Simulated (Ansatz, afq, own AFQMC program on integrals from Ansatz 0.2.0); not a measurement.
AlH$_{4}$, doublet: AFQMC among the cluster methods

```xyz
5

Al   -0.0857    0.0000    0.0000
H    -0.8787    1.3734    0.0000
H    -0.8787   -1.3734    0.0000
H     1.5001    0.0000    0.0000
H     2.5523    0.0000    0.0000
```

Basis cc-pVTZ. Only valence electrons are correlated. Integrals, coupled cluster, full CI and functionals: Ansatz 0.2.0; the random walks run on the same integrals in our own AFQMC program. The CISD trial takes its coefficients from CCSD amplitudes. Released means that phaseless walkers are propagated on without the constraint, phases kept. Uncertainties: one standard error, sampling alone.

Determinant: UHF, the one that the program's search chose, which needn't be the lowest solution. The geometry is a point of a scan.

No full CI on the walks' own integrals is used here; CCSDT(Q) serves as the reference and is uncertain by about the last step of the cluster series.

- T1 diagnostic: 0.0162
- weight of the determinant in the CISD state: 0.920
- ⟨S²⟩ of the determinant: 0.769
- size of the correlated space: 7 electrons in 85 orbitals

Task: Estimate: order these by the size of their error in total energy against CCSDT(Q), smallest first.
A. MP2
B. CCSD
C. CCSD(T)
D. AFQMC with the constraint released

Result: D (0.1 ± 1.4 meV), C (19.4 meV), B (82.2 meV), A (824.4 meV).

Reference: CCSDT(Q), correlation energy -3.677 eV. The released energy is read at 2.40 1/Eh (meV from the phaseless value at times in 1/Eh: -1.7 ± 1.9 at 0.24, -4.6 ± 1.9 at 0.51, -6.3 ± 1.6 at 0.99, -6.8 ± 1.6 at 1.62, -6.3 ± 1.4 at 2.40).

A walk keeps the symmetry of its determinant, which the program's search chose and which needn't be the lowest solution, so a lower state of the same spin and another symmetry isn't excluded. Released energies are given only where the last usable release times agree within the noise; a slower fall can still hide under it.
